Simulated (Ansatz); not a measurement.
**Question.** Name a neutral molecule of C, N and H with LUMO energy (PBE0/def2-TZVPP) between -0.50 and -0.20 eV and HOMO energy (B3LYP/def2-TZVPP) between -6.05 and -5.75 eV (Ansatz, PBE0-D4/def2-TZVP geometry).

**Answer.** `C=CN1C=C1` (-0.46 eV, -5.86 eV). Other molecules can fit too; these were computed, each in one conformer that needn't be the lowest.

B3LYP here is the variant with VWN-RPA as its local correlation; programs differ in this.
